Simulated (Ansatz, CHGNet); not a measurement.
Polycrystal shear modulus (GPa) of solids drawn from the class of oxides, at two levels: the machine-learned potential CHGNet-r²SCAN (trained on r²SCAN data), and PBE (PAW; Ansatz, a program for electronic structure).

| solid | CHGNet-r²SCAN | PBE | shift (%) |
|---|---|---|---|
| rutile SnO₂ | 47.5 | 84.3 | +77 |
| anatase TiO₂ (metastable phase) | 34.5 | 55.7 | +61 |
| rock-salt SrO | 42.9 | 55.2 | +29 |
| corundum (α-Al2O3) | 116 | 146 | +26 |
| A-type hexagonal La₂O₃ | 13.6 | 36.6 | +169 |
| rutile TiO₂ | 67.6 | 109 | +61 |
| rock-salt CaO | 56.8 | 74.1 | +30 |
| cubic perovskite BaHfO₃ | 67.0 | 99.0 | +48 |
| cubic perovskite KTaO₃ | 81.7 | 122 | +49 |
| cubic perovskite BaZrO₃ | 62.8 | 91.8 | +46 |

The shifts run from +26 % to +169 %, with a median of +49 %.

Over all 10 rows PBE is the larger in 10.

Ansatz's runs of these crystals have no spin polarisation.

Spin–orbit coupling is left out, also for the solids with elements from indium on (rutile SnO2, A-type hexagonal La2O3, cubic perovskite BaHfO3, cubic perovskite KTaO3, cubic perovskite BaZrO3); its size isn't shown.

Each level is taken at its own relaxed cell. Ansatz's density-functional and Hartree–Fock values are scalar-relativistic unless marked +SOC, with PAW data made under PBE.
